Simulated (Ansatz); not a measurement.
**SiN2H4 (SMILES N[Si]N): one structure at several levels**

The atoms stand at a structure displaced at random from a GFN2-xTB minimum. How far do the functionals agree with CCSD(T) there?

Method: single points in def2-TZVPP; program: Ansatz 0.2.0, Gaussian basis.

Cores are frozen in the correlated methods.

## 1. Where the work starts

SMILES `N[Si]N`, 7 atoms, charge 0, spin multiplicity 1.

Atoms are counted from 1 here; the program's logs count them from 0.

Bond lengths: N1–Si2 1.791 Å, N1–H4 1.000 Å, N1–H5 1.010 Å, Si2–N3 1.721 Å, N3–H6 0.975 Å, N3–H7 0.996 Å. Angles: Si2–N1–H4 126.0°, Si2–N1–H5 122.9°, H4–N1–H5 110.4°, N1–Si2–N3 98.0°, Si2–N3–H6 123.4°, Si2–N3–H7 121.8°, H6–N3–H7 114.6°.

As a file:

```
N    -1.2042    0.3203   -0.4235
Si   -0.1240   -1.1073   -0.4609
N     1.2408   -0.3934    0.3076
H    -2.1441    0.3559   -0.7628
H    -0.9821    1.1638    0.0861
H     1.2441    0.5160    0.6586
H     2.0692   -0.9129    0.4959
```

## 2. CCSD(T)/def2-TZVPP

File run/in.yaml:

```yaml
crystal:
  periodic: [false, false, false]
  atoms:
    - {symbol: N, position_ang: [-1.204200, 0.320300, -0.423500]}
    - {symbol: Si, position_ang: [-0.124000, -1.107300, -0.460900]}
    - {symbol: N, position_ang: [1.240800, -0.393400, 0.307600]}
    - {symbol: H, position_ang: [-2.144100, 0.355900, -0.762800]}
    - {symbol: H, position_ang: [-0.982100, 1.163800, 0.086100]}
    - {symbol: H, position_ang: [1.244100, 0.516000, 0.658600]}
    - {symbol: H, position_ang: [2.069200, -0.912900, 0.495900]}
basis:
  gaussian: {orbitals: def2-TZVPP}
correlation: {method: ccsd_t}
output: {forces: true}
```

The command line of these runs was not kept.

## 3. PBE0-D4/def2-TZVPP

Edit run/in.yaml of step 2 so:

```diff
@@ -12,3 +12,3 @@
   gaussian: {orbitals: def2-TZVPP}
-correlation: {method: ccsd_t}
-output: {forces: true}
+hamiltonian: {xc: pbe0, dispersion: d4}
+output: {forces: true, orbitals: {seedname: orbitals}}
```

## 4. wB97M-V/def2-TZVPP

Edit run/in.yaml of step 3 so:

```diff
@@ -12,3 +12,3 @@
   gaussian: {orbitals: def2-TZVPP}
-hamiltonian: {xc: pbe0, dispersion: d4}
-output: {forces: true, orbitals: {seedname: orbitals}}
+hamiltonian: {xc: {name: wB97M-V}}
+output: {forces: true}
```

## 5. r2SCAN-D4/def2-TZVPP

Edit run/in.yaml of step 4 so:

```diff
@@ -12,3 +12,3 @@
   gaussian: {orbitals: def2-TZVPP}
-hamiltonian: {xc: {name: wB97M-V}}
+hamiltonian: {xc: r2scan, dispersion: d4}
 output: {forces: true}
```

## 6. PBE-D4/def2-TZVPP

Edit run/in.yaml of step 5 so:

```diff
@@ -12,3 +12,3 @@
   gaussian: {orbitals: def2-TZVPP}
-hamiltonian: {xc: r2scan, dispersion: d4}
+hamiltonian: {xc: pbe, dispersion: d4}
 output: {forces: true}
```

## 7. r2SCAN0-D4/def2-TZVPP

Edit run/in.yaml of step 6 so:

```diff
@@ -12,3 +12,3 @@
   gaussian: {orbitals: def2-TZVPP}
-hamiltonian: {xc: pbe, dispersion: d4}
+hamiltonian: {xc: {name: r2SCAN0}, dispersion: d4}
 output: {forces: true}
```

## 8. BHLYP-D4/def2-TZVPP

Edit run/in.yaml of step 7 so:

```diff
@@ -12,3 +12,3 @@
   gaussian: {orbitals: def2-TZVPP}
-hamiltonian: {xc: {name: r2SCAN0}, dispersion: d4}
+hamiltonian: {xc: {name: BHLYP}, dispersion: d4}
 output: {forces: true}
```

(Steps that only read results are left out.)

Before running it: what results should come out? Wanted: energy less free atoms, CCSD(T)/def2-TZVPP; RMS force component; RMS force error; HOMO and LUMO, PBE0-D4; T1 diagnostic.

As calculated:

| quantity | value |
| --- | --- |
| energy less free atoms, CCSD(T)/def2-TZVPP | -2304.7 kJ/mol |
| RMS force component | 0.692 to 0.778 eV/Å over the methods |
| RMS force error | PBE0-D4 0.046, wB97M-V 0.026, r2SCAN-D4 0.030, PBE-D4 0.186, r2SCAN0-D4 0.140, BHLYP-D4 0.216 eV/Å |
| HOMO and LUMO, PBE0-D4 | -6.48 and -0.48 eV |
| T1 diagnostic | 0.013 |

**Reading.** Against CCSD(T) the functionals' energies less atoms differ by -139.2 to -13.4 kJ/mol, PBE-D4 by -139.2 kJ/mol. A larger basis would deepen the CCSD(T) value, while the functionals are nearly converged already, so the order here is not reliable. The forces of wB97M-V come nearest to CCSD(T), those of BHLYP-D4 are farthest.
